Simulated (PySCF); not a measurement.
How the method moves the HOMO and LUMO of `C#CC(=C)SC`

C5H6S.
Cartesian coordinates in Å at the PBE0-D3(BJ)/def2-SVP level; atoms count from 1:
```
atom  x, y, z in Å
C1    -1.4293    1.1049   -1.4169
C2    -1.0743    0.3566   -0.5294
C3    -0.6270   -0.5117    0.5082
C4    -1.4845   -1.2596    1.2289
S5     1.1150   -0.6000    0.8453
C6     1.8287    0.5690   -0.3254
H7    -1.7597    1.7615   -2.2003
H8    -1.1276   -1.9201    2.0227
H9    -2.5558   -1.2166    1.0284
H10    2.9102    0.5402   -0.1324
H11    1.4600    1.5896   -0.1567
H12    1.6402    0.2697   -1.3651
```

Basis pcSseg-1 throughout (PySCF), one geometry. Isolated species at its PBE0-D3(BJ)/def2-SVP geometry (one conformer only).

**Question.** How do the orbital energies, the gap and the dipole change with the method?

**Answer.** 
| method | kind | HOMO (eV) | LUMO (eV) | gap (eV) | μ (D) | SCF cycles |
| --- | --- | --- | --- | --- | --- | --- |
| BLYP | GGA | -4.96 | -1.69 | 3.28 | 1.45 | 16 |
| B97-D | GGA | -5.10 | -1.76 | 3.34 | 1.48 | 15 |
| OPBE | GGA | -5.14 | -1.77 | 3.36 | 1.50 | 16 |
| PBE | GGA | -5.14 | -1.86 | 3.28 | 1.50 | 16 |
| KT2 | GGA | -5.18 | -1.84 | 3.33 | 1.51 | 16 |
| KT3 | GGA | -5.18 | -1.79 | 3.39 | 1.45 | 16 |
| BP86 | GGA | -5.25 | -1.97 | 3.28 | 1.51 | 16 |
| LDA | LDA | -5.27 | -2.08 | 3.19 | 1.56 | 16 |
| B3LYP | global hybrid | -5.98 | -1.16 | 4.82 | 1.47 | 13 |
| PBE0 | global hybrid | -6.20 | -1.00 | 5.21 | 1.52 | 13 |
| mPW1PW91 | global hybrid | -6.23 | -1.01 | 5.22 | 1.51 | 14 |
| HF | Hartree–Fock | -8.46 | 2.70 | 11.16 | 1.53 | 13 |

The HOMO spans 3.49 eV, from BLYP down to HF, and the gap runs from 3.19 eV (LDA) to 11.16 eV (HF). Over the methods BLYP (0 %), B97-D (0 %), OPBE (0 %), PBE (0 %), KT2 (0 %), KT3 (0 %), BP86 (0 %), LDA (0 %), B3LYP (20 %), PBE0 (25 %), mPW1PW91 (25 %), HF (100 %), a straight line through the gap against the share of exact exchange rises by 0.78 eV for each 10 % (correlation coefficient 1.000). The dipole ranges from 1.45 D (BLYP) to 1.56 D (LDA). This basis has no diffuse functions.
